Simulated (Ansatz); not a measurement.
We consider tetragonal perovskite BaTiO3 (room-temperature form, which distorts further on cooling), described by PBE+SOC (PAW; Ansatz, a program for electronic structure).

Numerical settings: plane-wave cutoff 520 eV, 8×8×8 k mesh, Fermi–Dirac smearing 0.01 eV, PAW data made under PBE.

Properties against volume:

Shape and atoms are relaxed at each volume.

```csv
V (Å³/atom),P (GPa),direct gap at Γ (eV),smallest gap on the k mesh (eV),c (Å)
12.815,4.38,2.226,1.874,4.067
13.082,1.92,2.296,1.856,4.130
13.349,-0.01,2.358,1.844,4.202
13.616,-1.48,2.413,1.837,4.286
13.883,-2.49,2.469,1.839,4.382
```

The fundamental gap (1.84 eV at the equilibrium volume, with added k points) lies elsewhere than Γ–Γ.

Note: the relaxation could not lower the start's symmetry, so the cell can be a saddle point above a distorted one; the bulk modulus comes from volumes at which shape and atoms were relaxed.
